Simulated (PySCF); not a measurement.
Molecule (SMILES): FC(F)(F)F.
Geometry (B3LYP-D3(BJ)/def2-TZVP, fixed):
```xyz
5

C      0.0000     0.0000     0.0000
F      0.7629     0.7657     0.7682
F     -0.7843    -0.7493     0.7628
F     -0.7467     0.7653    -0.7843
F      0.7680    -0.7817    -0.7466
```

Basis-set convergence of the mean static polarisability at PBE0 with PySCF. All functions are spherical. Density fitting with generated auxiliary sets. No added dispersion term, no relativity. Reference: the value in d-aug-cc-pVTZ, 19.46 bohr³, itself unsure by roughly 0.9 % (its mean distance from aug-pcseg-2, aug-cc-pVTZ). Deviations are taken from unrounded values. Cost is core time over that of 6-31G**, rough, on shared machines of one kind; a dash marks a row that isn't timed (too short, read off another run, short of memory, by another algorithm or on other hardware).

```
basis          functions  cost
-------------  ---------  ----
STO-3G                25     -
3-21G                 45     -
6-31G                 45     -
6-31G**               70    1×
6-311G**              90    1×
aug-pcseg-1          115    2×
d-aug-cc-pVDZ        160    3×
aug-pcseg-2          230    8×
d-aug-cc-pVTZ        310   10×
```

### Question
Which is the smallest set listed that can be trusted to 5 % here, that is, within that of the reference together with its larger relatives (same family, alike in diffuse functions; a set with none to test it counts only in the reference's own line)?

### Answer
The smallest set listed that lies within 5 % of the reference with all its larger relatives (same family, alike in diffuse functions; a set with none counts only in the reference's own line) is aug-pcseg-1 (115 functions, 2× in cost, -0.2 % off). Value minus reference over the reference: STO-3G -65.5, 3-21G -51.9, 6-31G -43.4, 6-31G** -31.1, 6-311G** -33.7, aug-pcseg-1 -0.2, d-aug-cc-pVDZ 0.1, aug-pcseg-2 -0.7, d-aug-cc-pVTZ 0.0 %.
